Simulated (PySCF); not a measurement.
Ligands exchanged one at a time, Al F-OH. All species are isolated molecules in the gas phase. One relaxed conformer stands for each flexible species; it need not be the lowest. Strings in code marks are SMILES.

These are PBE0-D3(BJ)/def2-TZVP in PySCF 2.14.0 values and carry that method's errors. Delta-SCF ions had no search for a lower state. Excitations are Tamm–Dancoff values on a coarser integration grid. The basis has no diffuse functions, so Rydberg states are missing or too high.

```
species                                                                                     vertical ionisation energy (Delta-SCF) (eV)  T1 excitation (TDA) (eV)  HOMO–LUMO gap (eV)  S1–T1 gap (TDA) (eV)  S1 oscillator strength
------------------------------------------------------------------------------------------  -------------------------------------------  ------------------------  ------------------  --------------------  ----------------------
0 of 3 F replaced by OH (`[F][Al]([F])[F]`)                                                                                       14.37                      8.24               10.23                  0.25                   0.000
1 of 3 F replaced by OH (`[OH][Al]([F])[F]` (H–O–Al–F torsion 0°))                                                                12.87                      6.76                8.85                  0.46                   0.049
2 of 3 F replaced by OH (`[OH][Al]([OH])[F]` (H–O–Al–F torsion 180°, F–Al–O–H torsion 0°))                                        11.83                      6.64                8.62                  0.35                   0.000
3 of 3 F replaced by OH                                                                                                           11.34                      6.68                8.59                  0.33                   0.000
```
